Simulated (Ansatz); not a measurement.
Ansatz (a quantum-chemistry and plane-wave program) input (B3LYP-D3(BJ)/def2-TZVP):

Ansatz 0.2 input:
```yaml
crystal:
  periodic: [false, false, false]
  atoms:
    - {symbol: O, position_ang: [0.10099332, 1.41619481, -0.12530546]}
    - {symbol: C, position_ang: [0.01300559, 0.17658011, 0.33465754]}
    - {symbol: H, position_ang: [0.00807600, 0.08873082, 1.47459969]}
    - {symbol: C, position_ang: [-1.30474202, -0.54356908, -0.09708198]}
    - {symbol: C, position_ang: [1.21402198, -0.72345292, -0.10005249]}
    - {symbol: H, position_ang: [-1.34154249, -0.59203777, -1.19230692]}
    - {symbol: H, position_ang: [1.24099077, -0.77647585, -1.19535263]}
    - {symbol: H, position_ang: [-2.15658108, 0.05414601, 0.23939424]}
    - {symbol: H, position_ang: [2.14294415, -0.25291535, 0.23432359]}
    - {symbol: H, position_ang: [-1.40344546, -1.56235804, 0.30983993]}
    - {symbol: H, position_ang: [1.16789825, -1.74599699, 0.30680741]}
basis:
  gaussian:
    orbitals: def2-TZVP
hamiltonian:
  xc: b3lyp
  dispersion: d3bj
total_charge: -1
phonons: {temperatures: {t_min: 298.15, t_max: 298.15, t_step: 100}}
```

Output:

```
Functional definition: B3LYP
integrals: 0.07 GiB planned
999 factors; their error is unknown
mean field: 0.70 GiB planned
mean field evaluation 1: about -5268.2913 eV, gradient 5.2e1 eV
mean field evaluation 2: about -5248.9600 eV, gradient 1.1e2 eV
mean field evaluation 4: about -5274.2660 eV, gradient 4.5e0 eV
mean field evaluation 8: about -5274.3118 eV, gradient 1.4e-1 eV
mean field evaluation 16: about -5274.2928 eV, gradient 1.1e-4 eV
mean field -5274.29281840 eV, -193.8266860322 hartree, gradient 4.0e-5 eV, S^2 0.000000; 0 other end points of the search recorded, 0 dependent functions left out
the calculation of the forces begins
reference -5274.29307009 eV, -193.8266952816 hartree; 17, 17 occupied and 149, 149 virtual orbitals, 999 factors
these checks for a lower state are left out or cut short: stability, starts, cluster_reference, orbital_swaps, neighbouring_geometries, increment
integrals: 0.07 GiB planned
999 factors; their error is unknown
mean field: 0.70 GiB planned
mean field -5274.29275053 eV, -193.8266835378 hartree, gradient 2.0e-6 eV, S^2 0.000000; 0 other end points of the search recorded, 0 dependent functions left out
the calculation of the forces begins
reference -5274.29300229 eV, -193.8266927899 hartree; 17, 17 occupied and 149, 149 virtual orbitals, 999 factors
these checks for a lower state are left out or cut short: stability, starts, cluster_reference, orbital_swaps, neighbouring_geometries, increment
integrals: 0.07 GiB planned
999 factors; their error is unknown
mean field: 0.70 GiB planned
mean field evaluation 32: about -5274.2926 eV, gradient 7.6e-3 eV
mean field -5274.29264414 eV, -193.8266796283 hartree, gradient 3.4e-6 eV, S^2 0.000000; 0 other end points of the search recorded, 0 dependent functions left out
the calculation of the forces begins
reference -5274.29289576 eV, -193.8266888749 hartree; 17, 17 occupied and 149, 149 virtual orbitals, 999 factors
these checks for a lower state are left out or cut short: stability, starts, cluster_reference, orbital_swaps, neighbouring_geometries, increment
integrals: 0.07 GiB planned
999 factors; their error is unknown
mean field: 0.70 GiB planned
mean field -5274.29279241 eV, -193.8266850772 hartree, gradient 3.4e-6 eV, S^2 0.000000; 0 other end points of the search recorded, 0 dependent functions left out
the calculation of the forces begins
reference -5274.29304409 eV, -193.8266943261 hartree; 17, 17 occupied and 149, 149 virtual orbitals, 999 factors
these checks for a lower state are left out or cut short: stability, starts, cluster_reference, orbital_swaps, neighbouring_geometries, increment
integrals: 0.07 GiB planned
999 factors; their error is unknown
mean field: 0.70 GiB planned
mean field -5274.29279295 eV, -193.8266850970 hartree, gradient 2.0e-6 eV, S^2 0.000000; 0 other end points of the search recorded, 0 dependent functions left out
the calculation of the forces begins
reference -5274.29304465 eV, -193.8266943468 hartree; 17, 17 occupied and 149, 149 virtual orbitals, 999 factors
these checks for a lower state are left out or cut short: stability, starts, cluster_reference, orbital_swaps, neighbouring_geometries, increment
integrals: 0.07 GiB planned
999 factors; their error is unknown
mean field: 0.70 GiB planned
mean field -5274.29268401 eV, -193.8266810935 hartree, gradient 3.4e-6 eV, S^2 0.000000; 0 other end points of the search recorded, 0 dependent functions left out
the calculation of the forces begins
reference -5274.29293569 eV, -193.8266903423 hartree; 17, 17 occupied and 149, 149 virtual orbitals, 999 factors
these checks for a lower state are left out or cut short: stability, starts, cluster_reference, orbital_swaps, neighbouring_geometries, increment
integrals: 0.07 GiB planned
[...]
999 factors; their error is unknown
mean field: 0.70 GiB planned
mean field -5274.29270353 eV, -193.8266818106 hartree, gradient 3.5e-6 eV, S^2 0.000000; 0 other end points of the search recorded, 0 dependent functions left out
the calculation of the forces begins
reference -5274.29295519 eV, -193.8266910592 hartree; 17, 17 occupied and 149, 149 virtual orbitals, 999 factors
these checks for a lower state are left out or cut short: stability, starts, cluster_reference, orbital_swaps, neighbouring_geometries, increment
integrals: 0.07 GiB planned
999 factors; their error is unknown
mean field: 0.70 GiB planned
mean field evaluation 192: about -5274.2927 eV, gradient 3.0e-6 eV
mean field -5274.29273828 eV, -193.8266830876 hartree, gradient 3.4e-6 eV, S^2 0.000000; 0 other end points of the search recorded, 0 dependent functions left out
the calculation of the forces begins
reference -5274.29298998 eV, -193.8266923376 hartree; 17, 17 occupied and 149, 149 virtual orbitals, 999 factors
these checks for a lower state are left out or cut short: stability, starts, cluster_reference, orbital_swaps, neighbouring_geometries, increment
integrals: 0.07 GiB planned
999 factors; their error is unknown
mean field: 0.70 GiB planned
mean field -5274.29272395 eV, -193.8266825613 hartree, gradient 2.0e-6 eV, S^2 0.000000; 0 other end points of the search recorded, 0 dependent functions left out
the calculation of the forces begins
reference -5274.29297563 eV, -193.8266918102 hartree; 17, 17 occupied and 149, 149 virtual orbitals, 999 factors
these checks for a lower state are left out or cut short: stability, starts, cluster_reference, orbital_swaps, neighbouring_geometries, increment
integrals: 0.07 GiB planned
999 factors; their error is unknown
mean field: 0.70 GiB planned
mean field -5274.29278364 eV, -193.8266847546 hartree, gradient 3.4e-6 eV, S^2 0.000000; 0 other end points of the search recorded, 0 dependent functions left out
the calculation of the forces begins
reference -5274.29303533 eV, -193.8266940043 hartree; 17, 17 occupied and 149, 149 virtual orbitals, 999 factors
these checks for a lower state are left out or cut short: stability, starts, cluster_reference, orbital_swaps, neighbouring_geometries, increment
integrals: 0.07 GiB planned
999 factors; their error is unknown
mean field: 0.70 GiB planned
mean field -5274.29277893 eV, -193.8266845818 hartree, gradient 3.4e-6 eV, S^2 0.000000; 0 other end points of the search recorded, 0 dependent functions left out
the calculation of the forces begins
reference -5274.29303059 eV, -193.8266938298 hartree; 17, 17 occupied and 149, 149 virtual orbitals, 999 factors
these checks for a lower state are left out or cut short: stability, starts, cluster_reference, orbital_swaps, neighbouring_geometries, increment
integrals: 0.07 GiB planned
999 factors; their error is unknown
mean field: 0.70 GiB planned
mean field -5274.29277763 eV, -193.8266845340 hartree, gradient 2.0e-6 eV, S^2 0.000000; 0 other end points of the search recorded, 0 dependent functions left out
the calculation of the forces begins
reference -5274.29302936 eV, -193.8266937846 hartree; 17, 17 occupied and 149, 149 virtual orbitals, 999 factors
these checks for a lower state are left out or cut short: stability, starts, cluster_reference, orbital_swaps, neighbouring_geometries, increment
integrals: 0.07 GiB planned
999 factors; their error is unknown
mean field: 0.70 GiB planned
mean field evaluation 224: about -5274.2924 eV, gradient 5.2e-1 eV
mean field -5274.29279600 eV, -193.8266852090 hartree, gradient 3.4e-6 eV, S^2 0.000000; 0 other end points of the search recorded, 0 dependent functions left out
the calculation of the forces begins
reference -5274.29304769 eV, -193.8266944586 hartree; 17, 17 occupied and 149, 149 virtual orbitals, 999 factors
these checks for a lower state are left out or cut short: stability, starts, cluster_reference, orbital_swaps, neighbouring_geometries, increment
integrals: 0.07 GiB planned
999 factors; their error is unknown
mean field: 0.70 GiB planned
mean field -5274.29279574 eV, -193.8266851995 hartree, gradient 3.5e-6 eV, S^2 0.000000; 0 other end points of the search recorded, 0 dependent functions left out
the calculation of the forces begins
reference -5274.29304742 eV, -193.8266944486 hartree; 17, 17 occupied and 149, 149 virtual orbitals, 999 factors
these checks for a lower state are left out or cut short: stability, starts, cluster_reference, orbital_swaps, neighbouring_geometries, increment
integrals: 0.07 GiB planned
999 factors; their error is unknown
mean field: 0.70 GiB planned
mean field -5274.29277710 eV, -193.8266845144 hartree, gradient 3.5e-6 eV, S^2 0.000000; 0 other end points of the search recorded, 0 dependent functions left out
the calculation of the forces begins
reference -5274.29302879 eV, -193.8266937638 hartree; 17, 17 occupied and 149, 149 virtual orbitals, 999 factors
these checks for a lower state are left out or cut short: stability, starts, cluster_reference, orbital_swaps, neighbouring_geometries, increment
integrals: 0.07 GiB planned
999 factors; their error is unknown
mean field: 0.70 GiB planned
mean field -5274.29283197 eV, -193.8266865309 hartree, gradient 3.5e-6 eV, S^2 0.000000; 0 other end points of the search recorded, 0 dependent functions left out
the calculation of the forces begins
reference -5274.29308366 eV, -193.8266957801 hartree; 17, 17 occupied and 149, 149 virtual orbitals, 999 factors
these checks for a lower state are left out or cut short: stability, starts, cluster_reference, orbital_swaps, neighbouring_geometries, increment
integrals: 0.07 GiB planned
999 factors; their error is unknown
mean field: 0.70 GiB planned
mean field evaluation 256: about -5274.2927 eV, gradient 3.5e-6 eV
mean field -5274.29272105 eV, -193.8266824546 hartree, gradient 3.5e-6 eV, S^2 0.000000; 0 other end points of the search recorded, 0 dependent functions left out
the calculation of the forces begins
reference -5274.29297271 eV, -193.8266917029 hartree; 17, 17 occupied and 149, 149 virtual orbitals, 999 factors
these checks for a lower state are left out or cut short: stability, starts, cluster_reference, orbital_swaps, neighbouring_geometries, increment
integrals: 0.07 GiB planned
999 factors; their error is unknown
mean field: 0.70 GiB planned
mean field -5274.29275112 eV, -193.8266835597 hartree, gradient 3.4e-6 eV, S^2 0.000000; 0 other end points of the search recorded, 0 dependent functions left out
the calculation of the forces begins
reference -5274.29300284 eV, -193.8266928101 hartree; 17, 17 occupied and 149, 149 virtual orbitals, 999 factors
these checks for a lower state are left out or cut short: stability, starts, cluster_reference, orbital_swaps, neighbouring_geometries, increment
integrals: 0.07 GiB planned
999 factors; their error is unknown
mean field: 0.70 GiB planned
mean field -5274.29279496 eV, -193.8266851708 hartree, gradient 3.5e-6 eV, S^2 0.000000; 0 other end points of the search recorded, 0 dependent functions left out
the calculation of the forces begins
reference -5274.29304667 eV, -193.8266944208 hartree; 17, 17 occupied and 149, 149 virtual orbitals, 999 factors
these checks for a lower state are left out or cut short: stability, starts, cluster_reference, orbital_swaps, neighbouring_geometries, increment
integrals: 0.07 GiB planned
999 factors; their error is unknown
mean field: 0.70 GiB planned
mean field -5274.29279201 eV, -193.8266850623 hartree, gradient 3.5e-6 eV, S^2 0.000000; 0 other end points of the search recorded, 0 dependent functions left out
the calculation of the forces begins
reference -5274.29304368 eV, -193.8266943109 hartree; 17, 17 occupied and 149, 149 virtual orbitals, 999 factors
Total energy: -5274.59273884 eV, -193.8377079052 hartree
Atom 0 at     0.100993     1.416195    -0.125305 Å, force     0.000122     0.001713    -0.000131 eV/Å
Atom 1 at     0.013006     0.176580     0.334658 Å, force    -0.000056    -0.000807     0.001246 eV/Å
Atom 2 at     0.008076     0.088731     1.474600 Å, force     0.000019     0.000271    -0.000456 eV/Å
Atom 3 at    -1.304742    -0.543569    -0.097082 Å, force     0.000037    -0.001219     0.000852 eV/Å
Atom 4 at     1.214022    -0.723453    -0.100052 Å, force    -0.000207    -0.001202     0.000852 eV/Å
Atom 5 at    -1.341542    -0.592038    -1.192307 Å, force     0.000085    -0.000303    -0.000223 eV/Å
Atom 6 at     1.240991    -0.776476    -1.195353 Å, force    -0.000128    -0.000288    -0.000223 eV/Å
Atom 7 at    -2.156581     0.054146     0.239394 Å, force    -0.001086     0.000207    -0.000316 eV/Å
Atom 8 at     2.142944    -0.252915     0.234324 Å, force     0.001104     0.000051    -0.000318 eV/Å
Atom 9 at    -1.403445    -1.562358     0.309840 Å, force    -0.000189     0.000806    -0.000642 eV/Å
Atom 10 at     1.167898    -1.745997     0.306807 Å, force     0.000300     0.000771    -0.000642 eV/Å
Dipole moment:    -0.054868    -0.768921     0.039304 e Å
Vibrations: 227.91 266.21 353.78 429.52 488.17 745.26 803.68 877.61 992.21 1082.35 1132.64 1230.84 1312.19 1323.43 1336.01 1347.73 1454.16 1463.41 1467.13 1487.03 2450.48 2929.56 2946.14 3008.05 3018.08 3051.37 3056.46 cm⁻¹, zero-point energy 2.497130 eV
```

It need not be the lowest isomer of its formula. Whether it binds its extra electron was not tested at this geometry.
